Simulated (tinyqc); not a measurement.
Worked calculation: Pariser-Parr-Pople SCF with singles CI, for the molecule ClC1=CC=C1 (SMILES; centres numbered as the heavy atoms are written). One step of it, computed by the program tinyqc.

Task: PPP integrals. Ohno: gamma = 14.399645/sqrt(R^2 + a^2), a = 2 x 14.399645/(gamma_rr + gamma_ss); H_rr = -W_r - sum_(s != r) z_s gamma_rs; H_rs = beta for bonds.

Centres (angstrom, eV; a flat drawing with bonds scaled to 1.40 angstrom):
```
centre          x          y  core charge z          W   gamma_rr
1Cl      1.912000   0.000000              2  26.000000  13.000000
2C       0.512000   0.000000              1  11.160000  11.130000
3C      -0.478000   0.990000              1  11.160000  11.130000
4C      -1.468000   0.000000              1  11.160000  11.130000
5C      -0.478000  -0.990000              1  11.160000  11.130000
```

Resonance integrals (eV):
```
i  j       beta
1  2  -1.590000
2  3  -2.390000
3  4  -2.390000
4  5  -2.390000
5  2  -2.390000
```

Give: repulsion gamma_rs; core matrix H.

Result:

repulsion gamma_rs (eV), lower triangle:
```
         1Cl       2C       3C       4C       5C
1Cl  13.0000
2C    7.8272  11.1300
3C    5.0543   7.5537  11.1300
4C    4.0172   6.0881   7.5537  11.1300
5C    5.0543   7.5537   6.0881   7.5537  11.1300
```

core matrix H (eV), lower triangle:
```
          1Cl        2C        3C        4C        5C
1Cl  -47.9530
2C    -1.5900  -48.0098
3C     0.0000   -2.3900  -42.4641
4C     0.0000    0.0000   -2.3900  -40.3897
5C     0.0000   -2.3900    0.0000   -2.3900  -42.4641
```
